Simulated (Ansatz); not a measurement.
# H4SSi: the cost of one run

Method: PBE0-D4/def2-SVP; program: Ansatz 0.2.0, Gaussian basis.

**1. Starting geometry**

The first end: 6 atoms, charge 0, spin multiplicity 1.

Atoms are counted from 1 here; the program's logs count them from 0.

Bond lengths: Si1–S2 2.137 Å, Si1–H3 1.485 Å, Si1–H4 1.485 Å, Si1–H5 1.482 Å, S2–H6 1.344 Å. Angles: S2–Si1–H3 111.6°, S2–Si1–H4 111.6°, S2–Si1–H5 104.9°, H3–Si1–H4 108.8°, H3–Si1–H5 110.0°, H4–Si1–H5 109.9°, Si1–S2–H6 94.7°.

Geometry (Å):

```csv
atom,x (Å),y (Å),z (Å)
Si1,-0.4908,-0.0027,0.1936
S2,1.2771,0.8351,-0.6666
H3,-0.2175,-0.6081,1.5217
H4,-1.0921,-1.0352,-0.6881
H5,-1.4223,1.1409,0.3409
H6,1.9456,-0.3301,-0.7014
```

The second end:

```xyz
6

Si   -1.2162   -0.4962    0.2925
S     0.9831    0.3955   -0.1068
H     1.4854    0.4478    1.1418
H    -1.2438   -0.5664   -1.2357
H    -1.6442    0.9705    0.2789
H     1.6356   -0.7512   -0.3706
```

**2. The band at PBE0-D4/def2-SVP**

neb/in.yaml

```yaml
crystal:
  periodic: [false, false, false]
  atoms:
    - {symbol: Si, position_ang: [-0.490769, -0.002690, 0.193609]}
    - {symbol: S, position_ang: [1.277071, 0.835143, -0.666623]}
    - {symbol: H, position_ang: [-0.217528, -0.608081, 1.521686]}
    - {symbol: H, position_ang: [-1.092135, -1.035163, -0.688129]}
    - {symbol: H, position_ang: [-1.422255, 1.140889, 0.340937]}
    - {symbol: H, position_ang: [1.945616, -0.330099, -0.701382]}
basis:
  gaussian: {orbitals: def2-SVP}
hamiltonian: {xc: pbe0, dispersion: d4}
neb:
  images: 5
  climbing: true
  max_iterations: 40
  initial_path: idpp
  final_atoms:
    - {symbol: Si, position_ang: [-1.216189, -0.496213, 0.292490]}
    - {symbol: S, position_ang: [0.983136, 0.395506, -0.106795]}
    - {symbol: H, position_ang: [1.485418, 0.447830, 1.141759]}
    - {symbol: H, position_ang: [-1.243830, -0.566411, -1.235704]}
    - {symbol: H, position_ang: [-1.644164, 0.970478, 0.278917]}
    - {symbol: H, position_ang: [1.635629, -0.751189, -0.370567]}
```

Command:

```console
$ ansatz run in.yaml --threads 2 --pin off --events-out ev --progress --plain --max-ram 4352MiB
```

**Question.** How long does this run take on 2 threads of Arm Neoverse V2, shared host?

About 45 s.
